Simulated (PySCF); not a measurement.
Homolysis of single bonds, series In F-H. All species are isolated molecules in the gas phase. Strings in code marks are SMILES.

The highest occupied spin orbital from two functionals at the same geometries (B3LYP-D3(BJ)/def2-TZVP), both in PySCF: PBE-D3(BJ)/def2-TZVP and B3LYP-D3(BJ)/def2-TZVP. B3LYP has the VWN-RPA correlation part, as in Gaussian. 

```csv
species,B3LYP-D3(BJ)/def2-TZVP (eV)
radical fragment (`[F]`),-12.17
radical fragment (`[F][In][F]`),-7.56
radical fragment (`[F][InH]`),-6.34
radical fragment (`[InH2]`),-5.29
```

What does PBE-D3(BJ)/def2-TZVP give for each?


- radical fragment (`[F]`): -10.14
- radical fragment (`[F][In][F]`): -6.55
- radical fragment (`[F][InH]`): -5.45
- radical fragment (`[InH2]`): -4.54
Over these rows, drawn at random from the members with no instability flagged (it was tested for open shells, ions and some series alone), PBE minus B3LYP-D3(BJ): mean +1.17 eV, from +0.75 eV to +2.03 eV.
